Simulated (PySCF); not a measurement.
# r2SCAN/STO-3G run of SiF2 (SMILES F[Si]F)

What is the vertical singlet–triplet gap of SiF2 at r2SCAN/STO-3G? Input form: a Python script.

The calculation is run with PySCF 2.14.0.

21 further runs of the same task are left out: 4 that didn't finish, 17 set aside as unsound or not needed.

**1. The molecule**

SiF2: 3 atoms, total charge 0, spin state singlet. As SMILES, `F[Si]F`. The coordinates come from a GFN2-xTB relaxation.

Bond lengths: Si1–F2 1.617 Å, Si1–F3 1.616 Å. Angles: F2–Si1–F3 92.6°.

**2. A single-point energy at r2SCAN/STO-3G**

File start.xyz:

```xyz
3

Si     0.004220    -0.007680    -0.744810
F      1.165930    -0.017340     0.380560
F     -1.170150     0.025020     0.364240
```

File calc.py:

```python
# SiF2
from pyscf import gto, dft

mol = gto.M(
    atom='start.xyz',
    verbose=3,
    charge=0,
    max_memory=1860,
    basis='sto-3g',
)

mf = dft.RKS(mol)
mf.xc = 'r2scan'
mf.conv_tol = 1e-10
mf.grids.level = 5
mf.kernel()
if not mf.converged:
    mf = mf.newton().run(mf.mo_coeff, mf.mo_occ)

e_final = mf.e_tot
print(f'total energy: {e_final:.8f} hartree')
```

The run is started by

```bash
$ OMP_NUM_THREADS=1 python calc.py
```

The program printed:

```text
converged SCF energy = -482.863027286411
total energy: -482.86302729 hartree
```

Run time: 3.6 s. Hardware: 1 thread of Arm Neoverse V1, shared host; peak memory 0.2 GiB.

**3. The triplet**

File job.py:

```python
from pyscf import gto, dft

molecule = gto.M(
    atom='''
Si       0.004220      -0.007680      -0.744810
F        1.165930      -0.017340       0.380560
F       -1.170150       0.025020       0.364240
''',
    basis='sto-3g',
    verbose=4,
    spin=2,
    max_memory=1860,
)

mf = dft.UKS(molecule)
mf.xc = 'r2scan'
mf.conv_tol = 1e-10
mf.grids.level = 5
mf.kernel()
if not mf.converged:
    mf = mf.newton().run(mf.mo_coeff, mf.mo_occ)

etot = mf.e_tot
print('E = %.10f Eh' % etot)
```

The run is started by

```bash
$ OMP_NUM_THREADS=1 python job.py
```

The program printed:

```text
PySCF version 2.14.0

[INPUT] num. atoms = 3
[INPUT] num. electrons = 32
[INPUT] charge = 0
[INPUT] spin (= nelec alpha-beta = 2S) = 2
[INPUT] symmetry False subgroup None
[INPUT] Mole.unit = angstrom
[INPUT] Symbol           X                Y                Z      unit          X                Y                Z       unit  Magmom
[INPUT]  1 Si     0.004220000000  -0.007680000000  -0.744810000000 AA    0.007974644246  -0.014513096637  -1.407486914837 Bohr   0.0
[INPUT]  2 F      1.165930000000  -0.017340000000   0.380560000000 AA    2.203288380414  -0.032767851000   0.719154173964 Bohr   0.0
[INPUT]  3 F     -1.170150000000   0.025020000000   0.364240000000 AA   -2.211263024660   0.047280947637   0.688313843612 Bohr   0.0

nuclear repulsion = 100.838229174653
number of shells = 11
number of NR pGTOs = 57
number of NR cGTOs = 19
basis = sto-3g
ecp = {}

******** <class 'pyscf.dft.uks.UKS'> ********
method = UKS
initial guess = minao
damping factor = 0
level_shift factor = 0
DIIS = <class 'pyscf.scf.diis.CDIIS'>
diis_start_cycle = 1
diis_space = 8
diis_damp = 0
SCF conv_tol = 1e-10
SCF conv_tol_grad = None
SCF max_cycles = 50
direct_scf = True
direct_scf_tol = 1e-13
number electrons alpha = 17  beta = 15
XC library pyscf.dft.libxc version 7.0.0
    S. Lehtola, C. Steigemann, M. J.T. Oliveira, and M. A.L. Marques.,  SoftwareX 7, 1–5 (2018)
XC functionals = r2scan
    J. W. Furness, A. D. Kaplan, J. Ning, J. P. Perdew, and J. Sun.,  J. Phys. Chem. Lett. 11, 8208-8215 (2020)
    J. W. Furness, A. D. Kaplan, J. Ning, J. P. Perdew, and J. Sun.,  J. Phys. Chem. Lett. 11, 9248-9248 (2020)
    J. W. Furness, A. D. Kaplan, J. Ning, J. P. Perdew, and J. Sun.,  J. Phys. Chem. Lett. 11, 8208-8215 (2020)
    J. W. Furness, A. D. Kaplan, J. Ning, J. P. Perdew, and J. Sun.,  J. Phys. Chem. Lett. 11, 9248-9248 (2020)
radial grids:
    Treutler-Ahlrichs [JCP 102, 346 (1995); DOI:10.1063/1.469408] (M4) radial grids

becke partition: Becke, JCP 88, 2547 (1988); DOI:10.1063/1.454033
pruning grids: <function nwchem_prune>
grids dens level: 5
symmetrized grids: False
atomic radii adjust function: <function treutler_atomic_radii_adjust>
small_rho_cutoff = 0
Set gradient conv threshold to 1e-05
tot grids = 131312
init E= -482.835234514564
[... the frontier-level lines of each cycle are left out ...]


cycle= 1 E= -482.593123937285  delta_E= 0.242  |g|= 0.353  |ddm|=  1.9


cycle= 2 E= -482.101472321518  delta_E= 0.492  |g|= 0.881  |ddm|= 1.91


cycle= 3 E= -482.721326969818  delta_E= -0.62  |g|= 0.0798  |ddm|=  1.3


cycle= 4 E= -482.718677060808  delta_E= 0.00265  |g|= 0.0944  |ddm|= 0.294


cycle= 5 E= -482.726590670738  delta_E= -0.00791  |g|= 0.011  |ddm|= 0.183


cycle= 6 E= -482.726697380337  delta_E= -0.000107  |g|= 0.00126  |ddm|= 0.0218


cycle= 7 E= -482.726699023311  delta_E= -1.64e-06  |g|= 0.00012  |ddm|= 0.00261


cycle= 8 E= -482.726699041404  delta_E= -1.81e-08  |g|= 1.48e-05  |ddm|= 0.000347


cycle= 9 E= -482.726699041616  delta_E= -2.12e-10  |g|= 2e-06  |ddm|= 3.11e-05


cycle= 10 E= -482.726699041619  delta_E= -3.41e-12  |g|= 1.43e-07  |ddm|= 3.84e-06


Extra cycle  E= -482.72669904162  delta_E= -6.82e-13  |g|= 2.28e-07  |ddm|= 6.38e-07
converged SCF energy = -482.72669904162  <S^2> = 2.0013965  2S+1 = 3.0009309
E = -482.7266990416 Eh
```

It took 6.3 s on 1 thread of Arm Neoverse V1, shared host; peak memory 0.21 GiB.

**4. Outcome**

At r2SCAN/STO-3G:

```
                                        quantity          value
                           singlet: total energy  -482.86303 Eh
                          singlet: dipole moment         0.36 D
                            singlet: HOMO energy       -2.38 eV
                            singlet: LUMO energy        2.18 eV
                          singlet: HOMO–LUMO gap        4.57 eV
                           triplet: total energy  -482.72670 Eh
                          triplet: dipole moment         1.15 D
                                   triplet: ⟨S²⟩          2.001
vertical energy of the triplet above the singlet       3.710 eV
```

**Reading.** At this shape the triplet lies 3.71 eV (86 kcal/mol) above the singlet. In a minimal basis such a difference can be off by several eV, whatever the method. Mulliken charges (singlet) run from -0.23 on F3 to +0.46 on Si1. Mulliken charges (triplet) run from -0.19 on F3 to +0.38 on Si1.
